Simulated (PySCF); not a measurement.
# MgH under other conditions

Aim: change spin, charge, geometry, field or solvent of MgH, one at a time, and compare with the base run.

The runs use PySCF 2.14.0; each script names its method and basis.

2 further runs of the same task are left out: 2 that didn't finish.

**1. Starting geometry**

MgH: 2 atoms, charge 0, spin multiplicity 2.

Bond lengths: Mg1–H2 1.675 Å.

**2. The run that the others are compared with**

Contents of input.py:

```python
from pyscf import gto, dft

mol = gto.M(
    atom='Mg 0 0 0; H 0 0 1.675',
    basis='jorge-tzp-dkh',
    charge=0,
    spin=1,
    verbose=4,
)
mf = dft.ROKS(mol, xc='b3lyp')
mf = mf.sfx2c1e()
mf.kernel()
mf.dip_moment()
print('orbital energies (hartree):', mf.mo_energy[..., max(0, mol.nelec[1]-3):mol.nelec[0]+3].round(4))
```

The run is started by

```bash
OMP_NUM_THREADS=1 python input.py
```

Its log is not repeated here.

In short: E(SCF) = -200.958950 Eh, 8 cycles, μ = 1.27 D.

The bond length is a typed value, not an optimised one.

**3. Bond 1.474 Å**

Variant 1 changes bond length: 1.675 Å → 1.474 Å.

Contents of input.py:

```python
from pyscf import gto, dft

mol = gto.M(
    atom='Mg 0 0 0; H 0 0 1.474',
    basis='jorge-tzp-dkh',
    charge=0,
    spin=1,
    verbose=4,
)
mf = dft.ROKS(mol, xc='b3lyp')
mf = mf.sfx2c1e()
mf.kernel()
mf.dip_moment()
print('orbital energies (hartree):', mf.mo_energy[..., max(0, mol.nelec[1]-3):mol.nelec[0]+3].round(4))
```

The run is started by

```bash
OMP_NUM_THREADS=1 python input.py
```

**4. Sextet**

Variant 2 changes spin (2S): 1 → 5.

Changes to input.py since step 2:

```diff
@@ -6,3 +6,3 @@
     charge=0,
-    spin=1,
+    spin=5,
     verbose=4,
```

**5. Lengths in bohr**

Variant 3 changes length unit: angstrom → bohr; bond length: 1.675 Å → 1.675 bohr.

Changes to input.py since step 2:

```diff
@@ -7,2 +7,3 @@
     spin=1,
+    unit='bohr',
     verbose=4,
```

**6. Bond 1.725 Å**

Variant 4 changes bond length: 1.675 Å → 1.725 Å.

Changes to input.py since step 2:

```diff
@@ -3,3 +3,3 @@
 mol = gto.M(
-    atom='Mg 0 0 0; H 0 0 1.675',
+    atom='Mg 0 0 0; H 0 0 1.725',
     basis='jorge-tzp-dkh',
```

What does the calculation give? Wanted: for each run, E(SCF); from base; SCF dipole.

The runs gave:

```
                          run  E(SCF) (hartree)  from base (eV)  cycles  SCF dipole (D)
                         base       -200.958950               0       8            1.27
                 bond 1.474 Å       -200.945377         +0.3693       7            0.80
                       sextet       -198.854011        +57.2783      15            1.18
lengths in bohr (poor choice)       -200.584172  not comparable       8            0.28
                 bond 1.725 Å       -200.959554         -0.0164       8            1.39
```

What this shows: Of the runs whose energies can be compared, “sextet” moves the SCF energy most (+57.278 eV). The sextet solution found lies 57.28 eV above the base doublet at this geometry and level. Rows marked «poor choice» come from settings spoiled on purpose.
